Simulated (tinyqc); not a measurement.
Inside a calculation. Method: RKS/exchange-only LDA in the sto-3g basis, for H2O, spin multiplicity 1. One step of it, computed by the program tinyqc.

Problem. Iteration 1: building the Kohn-Sham matrix. J_ij = sum D_kl (ij|kl); F = H + J + V_xc; E = tr D H + tr D J / 2 + E_xc + E_nn.

D at the start:
```
            1O 1s      1O 2s     1O 2px     1O 2py     1O 2pz      2H 1s      3H 1s
1O 1s    1.722111  -0.280056   0.143871   0.720572  -0.224224  -0.711435   0.500536
1O 2s   -0.280056   2.755139  -0.446514  -0.367119   0.697610  -0.356472  -2.417839
1O 2px   0.143871  -0.446514   1.803176  -0.069389  -0.084853   0.479974  -0.344607
1O 2py   0.720572  -0.367119  -0.069389   1.343465   0.362596   0.108818   1.008943
1O 2pz  -0.224224   0.697610  -0.084853   0.362596   2.266907  -0.921641  -0.920135
2H 1s   -0.711435  -0.356472   0.479974   0.108818  -0.921641   1.365101   0.537445
3H 1s    0.500536  -2.417839  -0.344607   1.008943  -0.920135   0.537445   2.905417
```

core Hamiltonian H = T + V (hartree):
```
             1O 1s      1O 2s     1O 2px     1O 2py     1O 2pz      2H 1s      3H 1s
1O 1s   -32.773657  -7.625289   0.000000   0.000000  -0.021448  -1.942264  -1.942264
1O 2s    -7.625289  -9.382084   0.000000   0.000000  -0.247777  -4.032831  -4.032831
1O 2px    0.000000   0.000000  -7.496161   0.000000   0.000000   0.000000   0.000000
1O 2py    0.000000   0.000000   0.000000  -7.663245   0.000000  -2.099193   2.099193
1O 2pz   -0.021448  -0.247777   0.000000   0.000000  -7.605747  -1.787593  -1.787593
2H 1s    -1.942264  -4.032831   0.000000  -2.099193  -1.787593  -5.270869  -1.877253
3H 1s    -1.942264  -4.032831   0.000000   2.099193  -1.787593  -1.877253  -5.270869
```

Two-electron integrals (ij|kl) in chemists' order, unique and non-zero (hartree):
```
(11|11) 4.785065    (21|11) 0.741380    (21|21) 0.136873    (22|11) 1.118947
(22|21) 0.256633    (22|22) 0.817206    (31|31) 0.024477    (32|31) 0.037809
(32|32) 0.180518    (33|11) 1.115814    (33|21) 0.256684    (33|22) 0.817023
(33|33) 0.880159    (41|41) 0.024477    (42|41) 0.037809    (42|42) 0.180518
(43|43) 0.047444    (44|11) 1.115814    (44|21) 0.256684    (44|22) 0.817023
(44|33) 0.785270    (44|44) 0.880159    (51|51) 0.024477    (52|51) 0.037809
(52|52) 0.180518    (53|53) 0.047444    (54|54) 0.047444    (55|11) 1.115814
(55|21) 0.256684    (55|22) 0.817023    (55|33) 0.785270    (55|44) 0.785270
(55|55) 0.880159    (61|11) 0.190694    (61|21) 0.034878    (61|22) 0.064871
(61|33) 0.064751    (61|41) 0.001237    (61|42) 0.002305    (61|44) 0.064974
(61|51) 0.001002    (61|52) 0.001867    (61|54) 0.000181    (61|55) 0.064897
(61|61) 0.009001    (62|11) 0.434800    (62|21) 0.100844    (62|22) 0.352150
(62|33) 0.346428    (62|41) 0.005828    (62|42) 0.043335    (62|44) 0.356600
(62|51) 0.004720    (62|52) 0.035095    (62|54) 0.008238    (62|55) 0.353100
(62|61) 0.026134    (62|62) 0.183272    (63|31) 0.010899    (63|32) 0.062167
(63|43) 0.009149    (63|53) 0.007409    (63|63) 0.027060    (64|11) 0.233432
(64|21) 0.054876    (64|22) 0.204729    (64|33) 0.195309    (64|41) 0.013704
(64|42) 0.086268    (64|44) 0.219490    (64|51) 0.002272    (64|52) 0.019518
(64|54) 0.012174    (64|55) 0.199168    (64|61) 0.014891    (64|62) 0.129433
(64|64) 0.117504    (65|11) 0.189047    (65|21) 0.044442    (65|22) 0.165802
(65|33) 0.158173    (65|41) 0.002272    (65|42) 0.019518    (65|44) 0.162938
(65|51) 0.012739    (65|52) 0.077974    (65|54) 0.013007    (65|55) 0.176116
(65|61) 0.012059    (65|62) 0.104822    (65|64) 0.073247    (65|65) 0.086380
(66|11) 0.553290    (66|21) 0.130404    (66|22) 0.519187    (66|33) 0.498018
(66|41) 0.010333    (66|42) 0.103500    (66|44) 0.535999    (66|51) 0.008368
(66|52) 0.083821    (66|54) 0.030759    (66|55) 0.522929    (66|61) 0.034148
(66|62) 0.330444    (66|64) 0.266818    (66|65) 0.216085    (66|66) 0.774606
(71|11) 0.190694    (71|21) 0.034878    (71|22) 0.064871    (71|33) 0.064751
(71|41) -0.001237   (71|42) -0.002305   (71|44) 0.064974    (71|51) 0.001002
(71|52) 0.001867    (71|54) -0.000181   (71|55) 0.064897    (71|61) 0.008869
(71|62) 0.025354    (71|64) 0.013122    (71|65) 0.011704    (71|66) 0.032706
(71|71) 0.009001    (72|11) 0.434800    (72|21) 0.100844    (72|22) 0.352150
(72|33) 0.346428    (72|41) -0.005828   (72|42) -0.043335   (72|44) 0.356600
(72|51) 0.004720    (72|52) 0.035095    (72|54) -0.008238   (72|55) 0.353100
(72|61) 0.025354    (72|62) 0.152103    (72|64) 0.073349    (72|65) 0.084709
(72|66) 0.229633    (72|71) 0.026134    (72|72) 0.183272    (73|31) 0.010899
(73|32) 0.062167    (73|43) -0.009149   (73|53) 0.007409    (73|63) 0.021829
(73|73) 0.027060    (74|11) -0.233432   (74|21) -0.054876   (74|22) -0.204729
(74|33) -0.195309   (74|41) 0.013704    (74|42) 0.086268    (74|44) -0.219490
(74|51) -0.002272   (74|52) -0.019518   (74|54) 0.012174    (74|55) -0.199168
(74|61) -0.013122   (74|62) -0.073349   (74|64) -0.013873   (74|65) -0.039841
(74|66) -0.095802   (74|71) -0.014891   (74|72) -0.129433   (74|74) 0.117504
(75|11) 0.189047    (75|21) 0.044442    (75|22) 0.165802    (75|33) 0.158173
(75|41) -0.002272   (75|42) -0.019518   (75|44) 0.162938    (75|51) 0.012739
(75|52) 0.077974    (75|54) -0.013007   (75|55) 0.176116    (75|61) 0.011704
(75|62) 0.084709    (75|64) 0.039841    (75|65) 0.068288    (75|66) 0.140842
(75|71) 0.012059    (75|72) 0.104822    (75|74) -0.073247   (75|75) 0.086380
(76|11) 0.187891    (76|21) 0.043957    (76|22) 0.165739    (76|33) 0.161917
(76|44) 0.165015    (76|51) 0.003283    (76|52) 0.028594    (76|55) 0.170112
(76|61) 0.011287    (76|62) 0.085510    (76|64) 0.051780    (76|65) 0.054984
(76|66) 0.157782    (76|71) 0.011287    (76|72) 0.085510    (76|74) -0.051780
(76|75) 0.054984    (76|76) 0.047792    (77|11) 0.553290    (77|21) 0.130404
(77|22) 0.519187    (77|33) 0.498018    (77|41) -0.010333   (77|42) -0.103500
(77|44) 0.535999    (77|51) 0.008368    (77|52) 0.083821    (77|54) -0.030759
(77|55) 0.522929    (77|61) 0.032706    (77|62) 0.229633    (77|64) 0.095802
(77|65) 0.140842    (77|66) 0.363040    (77|71) 0.034148    (77|72) 0.330444
(77|74) -0.266818   (77|75) 0.216085    (77|76) 0.157782    (77|77) 0.774606
```

nuclear repulsion = 9.63987856 hartree

V_xc (hartree):
```
            1O 1s      1O 2s     1O 2px     1O 2py     1O 2pz      2H 1s      3H 1s
1O 1s   -2.649692  -0.382084   0.002774  -0.013862   0.002759  -0.099424  -0.097871
1O 2s   -0.382084  -0.715584   0.026438  -0.030816  -0.000641  -0.304017  -0.285928
1O 2px   0.002774   0.026438  -0.714982  -0.005021   0.003441   0.007218   0.011650
1O 2py  -0.013862  -0.030816  -0.005021  -0.693773  -0.025565  -0.186444   0.150455
1O 2pz   0.002759  -0.000641   0.003441  -0.025565  -0.724650  -0.148461  -0.135007
2H 1s   -0.099424  -0.304017   0.007218  -0.186444  -0.148461  -0.461827  -0.132395
3H 1s   -0.097871  -0.285928   0.011650   0.150455  -0.135007  -0.132395  -0.454260
```

E_xc = sum of w rho eps_xc = -7.41822323 hartree

Give: Coulomb J; Kohn-Sham matrix F; total energy of this density.

Solution.

Coulomb J (hartree):
```
          1O 1s    1O 2s   1O 2px   1O 2py   1O 2pz    2H 1s    3H 1s
1O 1s   15.9037   3.0641  -0.0238   0.0433   0.0034   0.7827   0.7777
1O 2s    3.0641   7.8924  -0.1335   0.1284   0.1057   3.4594   3.3976
1O 2px  -0.0238  -0.1335   7.8681   0.0085  -0.0060  -0.0440  -0.0501
1O 2py   0.0433   0.1284   0.0085   7.8724   0.0477   2.0578  -1.9322
1O 2pz   0.0034   0.1057  -0.0060   0.0477   7.9172   1.6864   1.6489
2H 1s    0.7827   3.4594  -0.0440   2.0578   1.6864   5.3154   1.6435
3H 1s    0.7777   3.3976  -0.0501  -1.9322   1.6489   1.6435   5.2327
```

Kohn-Sham matrix F (hartree):
```
           1O 1s    1O 2s   1O 2px   1O 2py   1O 2pz    2H 1s    3H 1s
1O 1s   -19.5196  -4.9433  -0.0210   0.0294  -0.0153  -1.2590  -1.2625
1O 2s    -4.9433  -2.2052  -0.1071   0.0976  -0.1427  -0.8775  -0.9212
1O 2px   -0.0210  -0.1071  -0.3431   0.0035  -0.0026  -0.0368  -0.0384
1O 2py    0.0294   0.0976   0.0035  -0.4846   0.0222  -0.2279   0.3174
1O 2pz   -0.0153  -0.1427  -0.0026   0.0222  -0.4132  -0.2496  -0.2737
2H 1s    -1.2590  -0.8775  -0.0368  -0.2279  -0.2496  -0.4173  -0.3662
3H 1s    -1.2625  -0.9212  -0.0384   0.3174  -0.2737  -0.3662  -0.4924
```

total energy of this density = -65.262828 hartree
